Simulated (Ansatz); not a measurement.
# What a trial cell of NaBe3 relaxes into

All numbers below come from DFT PBE, scalar-relativistic, plane waves, PAW in Ansatz.

NaBe3 was placed on the sites of a reported Ni3Sb cell (Pmmn, No. 59), with Na in place of Sb, Be in place of Ni, at a guessed volume.

Input of the last, converged step (default PAW datasets):

```yaml
crystal:
  lattice:
    - [3.711258831, 0.0, 0.0]
    - [0.0, 6.3121525258, 0.0]
    - [0.0, 0.0, 5.2800138155]
  atoms:
    - { symbol: Na, position: [0.0, 0.0, 0.540691583] }
    - { symbol: Na, position: [0.5, 0.5, 0.459308417] }
    - { symbol: Be, position: [0.0, 0.1702199543, 0.0288002988] }
    - { symbol: Be, position: [0.0, 0.8297800457, 0.0288002988] }
    - { symbol: Be, position: [0.5, 0.6702199543, 0.9711997012] }
    - { symbol: Be, position: [0.5, 0.3297800457, 0.9711997012] }
    - { symbol: Be, position: [0.5, 0.0, 0.0395488509] }
    - { symbol: Be, position: [0.0, 0.5, 0.9604511491] }
basis:
  ecutwfc: 420
kpoints:
  mp_grid: { grid: [10, 6, 8] }
hamiltonian:
  xc: pbe
scf:
  occupations: { method: gaussian, width: 0.1 }
output:
  forces: true
  stress: true
  eigenvalues: true
relax:
  adjacent_minimum: "off"
  f_tol: 0.01
  max_steps: 80
  cell: { stress_tol: 0.05 }
```

Launched as:

```bash
ansatz run input.yaml --threads 1 --pin off --max-ram 2560MiB --backend cpu --events-out ev --progress --plain --runs-dir out
```

The run took 4.7 min on 1 thread of Arm Neoverse N1, with other jobs on the host, peak memory 0.54 GiB.

End of the output:

```
SCF converged after 7 iterations
Free energy (F): -3527.213765 eV
Harris-Foulkes:  -3527.213765 eV  (|F-HF|=9.09e-13)
Internal energy: -3527.202920 eV  (E = F + TS)
E sigma→0 (E₀):  -3527.208343 eV
Entropy (-TS):   -0.010846 eV (-1.356 meV/atom)
Fermi energy:    3.269486 eV
--- Per-component energies (eV) ---
  E_band       = -444.959122
  E_kinetic    = 356.781628
  E_local      = -2885.027285  (includes V_loc(G=0)·N_el)
  E_nonlocal   = 259.959380
  E_hartree    = 1064.821021
  E_xc         = -191.208397
  E_vxc        = -217.815300  (∫ρ·V_xc dr)
  E_paw        = -884.030334  (= ΣΔE_a)
  E_vpaw       = -88.499481  (= ΣTr[D̂ρ^β])
  E_aug_tail   = -0.000054  (compensation charges beyond the density's cutoff)
  E_ewald      = -1248.498879
  E_smearing   = -0.010846  (= −TS)
  E_closure    =  0.000000  (closes the sum)
  Σ components = -3527.213765   (vs F -3527.213765, Δ=0.00e0)
--- Forces (eV/Å), atoms counted from 1 ---
  atom   1  Na     0.00000000     0.00000000    -0.00023188
  atom   2  Na     0.00000000     0.00000000     0.00023188
  atom   3  Be     0.00000000     0.00157473     0.00304093
  atom   4  Be     0.00000000    -0.00157473     0.00304093
  atom   5  Be     0.00000000     0.00157473    -0.00304093
  atom   6  Be     0.00000000    -0.00157473    -0.00304093
  atom   7  Be     0.00000000     0.00000000    -0.00570193
  atom   8  Be     0.00000000     0.00000000     0.00570193
  max |Σ_I F_I| component: 8.67e-19 eV/Å
--- Stress (GPa, compression-positive) ---
       -0.028987       0.000000       0.000000
        0.000000      -0.027045       0.000000
        0.000000       0.000000       0.015254
  P = ⅓ Tr σ = -0.0136 GPa (-0.136 kbar)
--- Relaxed structure (7 steps of the walk, 6 accepted, 1 SCFs on fresh bases) ---
  F+E_penalty+E_count = -3527.21376543 eV   max|allowed force component| = 5.702e-3 eV/Å   (the final SCF, on the basis selected at the relaxed cell)
  cell:  # Å, volume = 124.5296 Å³
    - [3.696680, 0.000000, 0.000000]
    - [0.000000, 6.426033, 0.000000]
    - [0.000000, 0.000000, 5.242251]
  atoms:
    - { symbol: Na, position: [0.000000, 0.000000, 0.500056] }
    - { symbol: Na, position: [0.500000, 0.5, 0.499944] }
    - { symbol: Be, position: [0.000000, 0.168558, -0.000046] }
    - { symbol: Be, position: [0.000000, 0.831442, -0.000046] }
    - { symbol: Be, position: [0.500000, 0.668558, 1.000046] }
    - { symbol: Be, position: [0.500000, 0.331442, 1.000046] }
    - { symbol: Be, position: [0.500000, 0.000000, 0.000447] }
    - { symbol: Be, position: [0.000000, 0.5, 0.999553] }
```

Absolute energies hang on the potentials; compare differences alone.

The result has space group Cmmm (No. 65). Na is coordinated by 4 Be at 2.84 Å and 4 Be at 3.21 Å; Be on Wyckoff site i (2 atoms of the primitive cell) has 6 Be at 2.12–2.17 Å; Be on Wyckoff site b (1 atom of the primitive cell) has 6 Be at 2.13–2.14 Å.

Against the elements it lies at 0.28 eV/atom. Energies over the elements count from the elements' standard structures at the same level, with no empirical corrections.

The k mesh leaves about 4 meV/atom of noise in metals.

A structure relaxed within its symmetry needn't be a true minimum.